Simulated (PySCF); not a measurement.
Working with the constants of HCl

RHF-CCSD(T) constants of HCl, ¹Σ⁺ (singlet), closed shell (basis H 6-31G(d,p), Cl 6-31G(d,p); no relativity; PySCF 2.14; masses 1.0078 and 34.9689 u):

```
ωe           : 3060.7 cm⁻¹
ωexe         : 58.5 cm⁻¹
Be           : 10.62 cm⁻¹
αe           : 0.319 cm⁻¹
De to H + Cl : 4.24 eV
```

What force constant and bond length do these constants imply?

Reduced mass μred = 0.97959 u; k = 5.8918×10⁻⁷·μred·ωe² (u, cm⁻¹, mdyn/Å) = 5.41 mdyn/Å; Re = √(16.8576/(μred·Be)) (u, cm⁻¹, Å) = 1.273 Å.

Estimate the centrifugal constant D from the Kratzer relation and find the Dunham coefficient a1.

D = 4Be³/ωe² = 0.000511 cm⁻¹; a1 = −1 − αeωe/(6Be²) = -2.44.

Correlated steps freeze 5 core orbitals. Correlated levels converge slowly with the basis: in double zeta they bind strong bonds too weakly, by up to about 1 eV, and carry superposition errors of some tenths. Where the molecule has an RHF reference, its open-shell atoms are computed with UHF.
